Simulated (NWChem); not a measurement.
## Correlation energy of diphosphorus (P$_{2}$)

```
P
P 1 1.8911
```
Charge 0, spin multiplicity 1.

Everything below was run with NWChem. Structure: optimised with PBE0/def2-SVP, a minimum by its harmonic frequencies.

Basis set: def2-SVP. Each correlation energy counts from its own Hartree-Fock reference.

The correlated methods keep 10 core orbitals frozen. No row is a measurement; the coupled-cluster row has its own basis-set and correlation limits.

```json
[
 {"method": "MP2", "correlation energy (mHa)": "…"},
 {"method": "SCS-MP2", "correlation energy (mHa)": "-219.5"},
 {"method": "CCSD", "correlation energy (mHa)": "-242.0"},
 {"method": "CCSD+T(CCSD)", "correlation energy (mHa)": "-256.7"},
 {"method": "CCSD(T)", "correlation energy (mHa)": "-256.1"},
 {"method": "CR-CCSD[T]", "correlation energy (mHa)": "-253.3"},
 {"method": "CR-CCSD(T)", "correlation energy (mHa)": "-252.8"},
 {"method": "CCSDT", "correlation energy (mHa)": "…"}
]
```

### Question
Fill in the missing entries.

### Answer

- MP2, correlation energy (mHa): -224.1
- CCSDT, correlation energy (mHa): -256.5
